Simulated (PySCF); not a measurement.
# BH4O− (SMILES [BH3-]O) at CISD/STO-6G

Aim: the vertical ionisation energy of BH4O− at CISD/STO-6G, from 2 runs. 

Program for the calculation: PySCF 2.14.0.

6 further runs of the same task are left out: 6 set aside as unsound or not needed.

### 1 The structure to begin with

BH4O− has 6 atoms, charge -1, and is taken as a singlet. As SMILES, `[BH3-]O`. The shape is that of a GFN2-xTB optimisation.

Bond lengths: B1–O2 1.506 Å, B1–H3 1.247 Å, B1–H4 1.218 Å, B1–H5 1.247 Å, O2–H6 0.957 Å. Angles: B1–O2–H6 105.4°, O2–B1–H3 110.8°, O2–B1–H4 108.0°, O2–B1–H5 110.8°, H3–B1–H4 109.7°, H3–B1–H5 107.7°, H4–B1–H5 109.8°.

### 2 A single-point energy at CISD/STO-6G

run.py reads:

```python
from pyscf import gto, ci

mol = gto.M(
    atom='''
B       -0.074670      -0.173680      -0.316420
O       -0.013550       1.016190       0.603980
H        1.062740      -0.650510      -0.499740
H       -0.542300       0.195170      -1.379270
H       -0.789000      -1.072510       0.169030
H        0.356770       0.685330       1.422430
''',
    charge=-1,
    basis='sto-6g',
    max_memory=1860,
    verbose=3,
)

hf = mol.RHF()
hf.conv_tol = 1e-10
hf.kernel()
if not hf.converged:
    hf = hf.newton().run(hf.mo_coeff, hf.mo_occ)

cisd = ci.CISD(hf, frozen=2)
cisd.kernel()
e_final = cisd.e_tot
print('E = %.10f Eh' % e_final)
```

The run is started by

```bash
$ OMP_NUM_THREADS=1 python run.py
```

What it wrote:

```text
converged SCF energy = -101.390066211639
E(RCISD) = -101.4895104330808  E_corr = -0.09944422144184475
E = -101.4895104331 Eh
```

Run time: 0.67 s. Hardware: 1 thread of Arm Neoverse V2, shared host; peak memory 0.12 GiB.

### 3 Doublet neutral BH4O at the same level

job.py reads:

```python
from pyscf import gto, scf, ci

molecule = gto.M(
    atom='''
B     -0.074670    -0.173680    -0.316420
O     -0.013550     1.016190     0.603980
H      1.062740    -0.650510    -0.499740
H     -0.542300     0.195170    -1.379270
H     -0.789000    -1.072510     0.169030
H      0.356770     0.685330     1.422430
''',
    basis='sto-6g',
    verbose=3,
    max_memory=1860,
    spin=1,
)

hf = scf.UHF(molecule)
hf.conv_tol = 1e-10
hf.kernel()
if not hf.converged:
    hf = hf.newton().run(hf.mo_coeff, hf.mo_occ)

cisd = ci.CISD(hf, frozen=2)
cisd.kernel()
energy = cisd.e_tot
print('Final energy', energy)
```

The run is started by

```bash
$ OMP_NUM_THREADS=1 python job.py
```

What it wrote:

```text
converged SCF energy = -101.438829773951  <S^2> = 0.75856923  2S+1 = 2.008551
E(UCISD) = -101.53904108113  E_corr = -0.1002113071791069
Final energy -101.53904108112998
```

It took 0.67 s on 1 thread of Arm Neoverse V2, shared host; peak memory 0.1 GiB.

### 4 Results

Level: CISD/STO-6G, 2 core orbitals frozen.

| quantity | value |
| --- | --- |
| singlet BH4O−: total energy | -101.48951 Eh |
| singlet BH4O−: HOMO energy (Hartree–Fock orbitals) | -0.55 eV |
| singlet BH4O−: LUMO energy (Hartree–Fock orbitals) | 24.64 eV |
| singlet BH4O−: HOMO–LUMO gap (to an unbound level, set by the basis) | 25.19 eV |
| singlet BH4O−: correlation energy (2 core orbitals frozen) | -99.4 mEh |
| doublet neutral BH4O: total energy | -101.53904 Eh |
| doublet neutral BH4O: dipole moment (Hartree–Fock density) | 4.25 D |
| doublet neutral BH4O: HOMO energy (Hartree–Fock orbitals) (highest over α and β) | -9.92 eV |
| doublet neutral BH4O: LUMO energy (Hartree–Fock orbitals) (lowest over α and β) | 3.64 eV |
| doublet neutral BH4O: correlation energy (2 core orbitals frozen) | -100.2 mEh |
| doublet neutral BH4O: ⟨S²⟩ of the reference determinant | 0.759 |
| vertical detachment energy (to the doublet neutral) | -1.348 eV |

The species is unbound against losing an electron at this level, by 1.35 eV (−130 kJ/mol); missing correlation or diffuse functions can give that sign where the real anion is bound. In a minimal basis such a difference can be off by several eV, whatever the method. Mulliken charges (singlet BH4O−) of the mean-field density run from -0.46 on O2 to +0.08 on H6.
